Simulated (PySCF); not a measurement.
## How the method moves the HOMO and LUMO of boron trihydride

Species: boron trihydride, BH3.
Structure used (PBE0-D3(BJ)/def2-SVP), in Å, numbered top down from 1:
```
atom  x, y, z in Å
B1     0.0051    0.0021   -0.0130
H2    -0.1529    1.1983   -0.0233
H3    -0.9519   -0.7326   -0.0154
H4     1.1202   -0.4583    0.0060
```

Basis pcSseg-2 throughout (PySCF), one geometry. Geometry: PBE0-D3(BJ)/def2-SVP; no solvent, vibrations or thermal averaging.

How do the orbital energies and the gap change with the method?

| method | kind | HOMO (eV) | LUMO (eV) | gap (eV) | SCF cycles |
| --- | --- | --- | --- | --- | --- |
| B97-2 | global hybrid | -9.63 | -1.96 | 7.67 | 9 |
| PBE0 | global hybrid | -9.87 | -1.99 | 7.89 | 9 |
| mPW1PW91 | global hybrid | -9.92 | -1.99 | 7.94 | 9 |
| BHandHLYP | global hybrid | -11.28 | -0.96 | 10.32 | 8 |
| CAM-B3LYP | range-separated hybrid | -11.39 | -0.93 | 10.46 | 8 |
| wB97X-D | range-separated hybrid | -11.87 | -0.04 | 11.83 | 10 |
| LC-wPBE | range-separated hybrid | -12.85 | 0.33 | 13.18 | 10 |

The HOMO spans 3.22 eV, from B97-2 down to LC-wPBE, and the gap runs from 7.67 eV (B97-2) to 13.18 eV (LC-wPBE). Over the methods B97-2 (21 %), PBE0 (25 %), mPW1PW91 (25 %), BHandHLYP (50 %), a straight line through the gap against the share of exact exchange rises by 0.94 eV for each 10 % (correlation coefficient 0.999). The dipole is below 0.03 D at every level.
